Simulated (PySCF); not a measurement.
An unknown is described by computed data only.

Formula: PF5.

- Polarisability: 26.5 au [CAM-B3LYP/def2-SVPD]
- UV, first state: lowest singlet excitation: 10.13 eV (122 nm, f = 0.000) [TDDFT CAM-B3LYP/def2-SVPD]
- Dipole: 0.00 D by symmetry (numerical residue 0.01 D) [CAM-B3LYP/def2-SVPD]
- Triplet: lowest triplet excitation (Tamm–Dancoff): 9.69 eV [TDA CAM-B3LYP/def2-SVPD]
- Valence photoelectron: vertical ionisation energy: 15.41 eV [ΔSCF CAM-B3LYP/def2-SVPD]
- Rotational structure: rotational constants A, B, C: 3.605, 3.043, 3.028 GHz [PBE0-D3(BJ)/def2-SVP]
- NMR, other nuclei: isotropic shieldings of nuclei other than C and H, by class: 217 (2 F), 226 (3 F), 377 (1 P) ppm [GIAO KT3/pcSseg-2]
- XPS: P2p3/2 144.4, F1s 694.2 (×2), F1s 695.1 (×3), P1s 2159.1 eV [ΔSCF SCAN, pcX-2 on the ionised atom, pcseg-1 elsewhere, spin-free X2C, 2p3/2 from a spin–orbit splitting computed afterwards within the 2p shell]
- UV, strongest line: among the 10 lowest singlet transitions: S5 at 11.34 eV (109 nm, f = 0.150) [TDDFT CAM-B3LYP/def2-SVPD]

Electronic properties: PySCF, gas phase, density fitting. Levels stand in brackets. Isolated species at its PBE0-D3(BJ)/def2-SVP geometry, gas phase. NMR values are class means; diastereotopic atoms form classes of their own.

**Question.** Give a SMILES that accounts for the data.

**Answer.** Numbering: `[F:1][P:2]([F:3])([F:4])([F:5])[F:6]`. The other shieldings belong to: 217 ppm, phosphorus-bound fluorine [F1/F6]; 226 ppm, phosphorus-bound fluorine [F3/F4/F5]; 377 ppm, phosphorus bonded to 5 F [P2]. The core levels belong to: P2p3/2 144.4 eV, phosphorus bonded to 5 F [P2]; F1s 694.2 eV, phosphorus-bound fluorine [F1/F6]; F1s 695.1 eV, phosphorus-bound fluorine [F3/F4/F5]; P1s 2159.1 eV, phosphorus bonded to 5 F [P2]. The vanishing dipole is forced by symmetry. The optimised geometry has point group D3h and is a prolate symmetric top (the spread among constants that symmetry makes equal is optimisation noise). Structure: `FP(F)(F)(F)F` (phosphorus pentafluoride). The assignments are read from this structure; whether some other isomer fits the data as well wasn't checked.
